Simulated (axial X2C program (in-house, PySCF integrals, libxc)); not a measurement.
**SiS⁻: from the spin-free to the two-component result**

All values were computed with an in-house all-electron X2C program for linear molecules (integrals from PySCF). Spin-free means the one-electron spin-free X2C Hamiltonian; two-component (2c) means X2C with spin–orbit coupling and atomic mean-field two-electron Coulomb and Gaunt terms, so the difference of the two also holds small scalar two-electron terms. Basis: S dyall-av3z [9s8p3d2f], Si dyall-av3z [9s8p3d2f] (cores contracted in-house); Gaussian nuclei, density fitting, unrestricted open shells. Masses: S 31.972 u, Si 27.977 u.

Spin-free state: M_S = 1/2, Λ = 1 (beyond evenly filled blocks: π+α); fragments S- + Si.

```json
{"level": "PBE0", "Re (Å)": "2.031", "ωe (cm⁻¹)": "617.9", "De (eV)": "4.651", "μ (D)": "-1.00"}
{"level": "HF", "Re (Å)": "2.024", "ωe (cm⁻¹)": "639.6", "De (eV)": "3.046", "μ (D)": "-0.39"}
{"level": "MP2", "Re (Å)": "2.035", "ωe (cm⁻¹)": "621.3", "De (eV)": "4.718", "μ (D)": "n/a"}
{"level": "CCSD", "Re (Å)": "2.037", "ωe (cm⁻¹)": "620.0", "De (eV)": "4.352", "μ (D)": "n/a"}
{"level": "CCSD(T)", "Re (Å)": "2.047", "ωe (cm⁻¹)": "604.7", "De (eV)": "4.549", "μ (D)": "n/a"}
{"level": "PBEsol", "Re (Å)": "2.042", "ωe (cm⁻¹)": "595.0", "De (eV)": "5.113", "μ (D)": "-1.41"}
```

Correlated methods: 11 electrons correlated (number of frozen shells: S 2 s, 1 p; Si 2 s, 1 p), 199 virtual spin orbitals or spinors in MP2, 90 natural virtuals in coupled cluster.

Dipoles are positive if Si is the positive end and refer to the centre of mass.

(1) Within this multiplet, which Ω should lie lowest by the rule for regular and inverted multiplets?

Two-component determinant lowest at the distance of the search:

Ω = 1/2 (⟨Sz⟩ = -0.50, ⟨Lz⟩ = 1.00 at HF); fragments S- + Si.

```csv
level,Re (Å),ωe (cm⁻¹),De (eV),μ (D)
PBE0,2.032,617.6,4.660,-0.99
HF,2.024,639.2,3.023,-0.38
MP2,2.036,621.1,4.720,n/a
CCSD,2.038,619.7,4.348,n/a
CCSD(T),2.047,604.5,4.544,n/a
PBEsol,2.042,594.7,5.122,-1.40
```

(2) From the two tables, how do the constants change at the CCSD(T) level (2c against spin-free)?

Occupations by symmetry block were frozen at the best pattern of an incomplete PBE0 search. Dissociation energies refer to the lowest single-determinant-based atoms at the same level and basis. Density functionals use the spin component along the axis (collinear). Coupled cluster ran in a truncated set of natural virtual spinors; the MP2 energy of the rest was added. (T) has no such correction and the atoms are truncated less, which lowers De at CCSD(T) by a hundredth of an eV or more. The highest occupied level is positive at some bond lengths even in Hartree–Fock (under at least one Hamiltonian), so the basis set holds the extra electron there; where that holds at Re the anion is at best weakly bound and its constants depend on the basis. The 2c atoms are single determinants rather than J levels; their spin–orbit lowering is only partly caught, and De is too large by that part. This holds for PBE0, MP2, CCSD, CCSD(T), PBEsol. Without a current term, density functionals place determinants with orbital angular momentum somewhat too high. Some points did not converge and are left out. Hartree–Fock gets electron affinities wrong, so its lowest charge split need not be the true one.

Results:

(1) The open π shell holds one electron, so the multiplet is regular: Ω = Λ − 1/2 = 1/2. The PBE0 2c search agrees, though Ω = 3/2 of the search lies only 0.02 eV higher.

(2) At the CCSD(T) level Re is unchanged within 0.001 Å and ωe stays the same within 0.2 cm⁻¹; De is not compared, since the atomic limits differ or miss part of their spin–orbit lowering.
